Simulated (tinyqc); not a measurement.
Inside a calculation. Method: extended Hueckel theory, for CH4+. The parameters take no account of the charge, which enters only through the electron count. Computed by tinyqc, a small Python program that keeps every step (integrals from PySCF). Settings: charge = 1, K = 1.5, weighted = 1, multiplicity = 2. Command: `OMP_NUM_THREADS=1 python tinyqc.py 25696 25697 out.jsonl` (the two numbers bound the seeds that draw the settings). One thread of a shared host (Intel(R) Xeon(R) Processor @ 2.60GHz), about 0.01 s of CPU time with the checks.

## Overlaps

Geometry (angstrom):
```
atom          x          y          z
C      0.000000   0.000000   0.000000
H      0.633000   0.633000   0.633000
H      0.633000  -0.633000  -0.633000
H     -0.633000   0.633000  -0.633000
H     -0.633000  -0.633000   0.633000
```

Parameters chosen for this run:
```
element  shell  Slater exponent   H_ii (eV)
H           1s         1.300000  -13.600000
C           2s         1.625000  -21.400000
C           2p         1.625000  -11.400000
```

Slater orbitals, each expanded in six Gaussians scaled to its exponent.

overlap S, order 1C 2s, 1C 2px, 1C 2py, 1C 2pz, 2H 1s, 3H 1s, 4H 1s, 5H 1s:
$$\begin{pmatrix}
1.000000 & 0.000000 & 0.000000 & 0.000000 & 0.488755 & 0.488755 & 0.488755 & 0.488755 \\
0.000000 & 1.000000 & 0.000000 & 0.000000 & 0.282461 & 0.282461 & -0.282461 & -0.282461 \\
0.000000 & 0.000000 & 1.000000 & 0.000000 & 0.282461 & -0.282461 & 0.282461 & -0.282461 \\
0.000000 & 0.000000 & 0.000000 & 1.000000 & 0.282461 & -0.282461 & -0.282461 & 0.282461 \\
0.488755 & 0.282461 & 0.282461 & 0.282461 & 1.000000 & 0.145683 & 0.145683 & 0.145683 \\
0.488755 & 0.282461 & -0.282461 & -0.282461 & 0.145683 & 1.000000 & 0.145683 & 0.145683 \\
0.488755 & -0.282461 & 0.282461 & -0.282461 & 0.145683 & 0.145683 & 1.000000 & 0.145683 \\
0.488755 & -0.282461 & -0.282461 & 0.282461 & 0.145683 & 0.145683 & 0.145683 & 1.000000
\end{pmatrix}$$

## Wolfsberg-Helmholz matrix

diagonal H_ii (eV): 1C 2s -21.400000, 1C 2px -11.400000, 1C 2py -11.400000, 1C 2pz -11.400000, 2H 1s -13.600000, 3H 1s -13.600000, 4H 1s -13.600000, 5H 1s -13.600000

K = 1.500000

H_ij = K' S_ij (H_ii + H_jj)/2 for i != j (the diagonal keeps H_ii), with K' = K + D^2 + D^4 (1 - K), D = (H_ii - H_jj)/(H_ii + H_jj), K = 1.5.

H (eV), order 1C 2s, 1C 2px, 1C 2py, 1C 2pz, 2H 1s, 3H 1s, 4H 1s, 5H 1s:
$$\begin{pmatrix}
-21.400000 & 0.000000 & 0.000000 & 0.000000 & -13.244066 & -13.244066 & -13.244066 & -13.244066 \\
0.000000 & -11.400000 & 0.000000 & 0.000000 & -5.323380 & -5.323380 & 5.323380 & 5.323380 \\
0.000000 & 0.000000 & -11.400000 & 0.000000 & -5.323380 & 5.323380 & -5.323380 & 5.323380 \\
0.000000 & 0.000000 & 0.000000 & -11.400000 & -5.323380 & 5.323380 & 5.323380 & -5.323380 \\
-13.244066 & -5.323380 & -5.323380 & -5.323380 & -13.600000 & -2.971928 & -2.971928 & -2.971928 \\
-13.244066 & -5.323380 & 5.323380 & 5.323380 & -2.971928 & -13.600000 & -2.971928 & -2.971928 \\
-13.244066 & 5.323380 & -5.323380 & 5.323380 & -2.971928 & -2.971928 & -13.600000 & -2.971928 \\
-13.244066 & 5.323380 & 5.323380 & -5.323380 & -2.971928 & -2.971928 & -2.971928 & -13.600000
\end{pmatrix}$$

## Orbitals

valence electrons = 7

Solve H C = S C e through S^(-1/2); fill by pairs from the bottom, a degenerate level sharing its electrons equally; each orbital has its largest coefficient positive (the first on a tie).

orbital energies (eV): [-22.960535, -14.579507, -14.579507, -14.579507, -1.000493, -1.000493, -1.000493, 19.879068]

occupations: [2.000000, 1.666667, 1.666667, 1.666667, 0.000000, 0.000000, 0.000000, 0.000000]

coefficients, order 1C 2s, 1C 2px, 1C 2py, 1C 2pz, 2H 1s, 3H 1s, 4H 1s, 5H 1s:
$$\begin{pmatrix}
0.712757 & 0.000000 & 0.000000 & 0.000000 & 0.000000 & 0.000000 & 0.000000 & 1.573646 \\
0.000000 & -0.097248 & 0.141029 & 0.471295 & 1.143996 & -0.167945 & 0.088990 & 0.000000 \\
0.000000 & -0.419648 & 0.226919 & -0.154494 & -0.071779 & 0.121009 & 1.151111 & 0.000000 \\
0.000000 & 0.256717 & 0.424362 & -0.074014 & 0.175990 & 1.141053 & -0.108978 & 0.000000 \\
0.137523 & -0.171593 & 0.522544 & 0.160123 & -0.643786 & -0.564312 & -0.583398 & -0.707300 \\
0.137523 & 0.043319 & -0.336521 & 0.461532 & -0.536288 & 0.737553 & 0.491601 & -0.707300 \\
0.137523 & -0.381938 & -0.223228 & -0.363906 & 0.717829 & 0.439486 & -0.604016 & -0.707300 \\
0.137523 & 0.510212 & 0.037206 & -0.257749 & 0.462246 & -0.612727 & 0.695813 & -0.707300
\end{pmatrix}$$

sum of one-electron energies = -118.818602 eV

Within a degenerate level the vectors are fixed only up to a rotation; this is one choice.

## Mulliken analysis

P = C n C^T; charge = valence electrons (H 1, C 4) minus the sum of (P S)_ii on the atom; overlap population = 2 sum P_ij S_ij between two atoms.

charges: 1C 0.406466, 2H 0.148383, 3H 0.148383, 4H 0.148383, 5H 0.148383

Overlap populations:
```
pair      value
2-1    0.660082
3-1    0.660082
3-2   -0.042094
4-1    0.660082
4-2   -0.042094
4-3   -0.042094
5-1    0.660082
5-2   -0.042094
5-3   -0.042094
5-4   -0.042094
```
